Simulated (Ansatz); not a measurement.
Basis-set extrapolation for C$_{3}$H$_{4}$O$_{2}$S, SMILES `C#CS(C)(=O)=O` (PBE0-D4/def2-TZVP geometry, frozen core, Ansatz). Multiplicity 1, RHF reference.

|  | def2-TZVPP | def2-QZVPP |
| --- | --- | --- |
| HF | -663.193729 | -663.219506 |
| MP2 correlation | -1.134178 | -1.221318 |
| CCSD(T) correlation | -1.204038 | not run |

Energies in hartree. Use E(X) = E(∞) + A·exp(−7.88·√X) for Hartree–Fock and E(X) = E(∞) + B·X^(−2.97) for correlation, with X = 3 and 4, and add CCSD(T) minus MP2 of the smaller set to the MP2 limit.

**Question.** What is the CCSD(T) energy at the basis-set limit?

**Answer.** HF limit: -663.219506 + (-0.025777) × 0.13774 = -663.22306. MP2 limit: -1.221318 + (-0.087140) × 0.74074 = -1.28587. Higher-order term: -1.204038 − (-1.134178) = -0.06986. Total: -664.57879 hartree, 113.6 kcal/mol below CCSD(T)/def2-TZVPP.
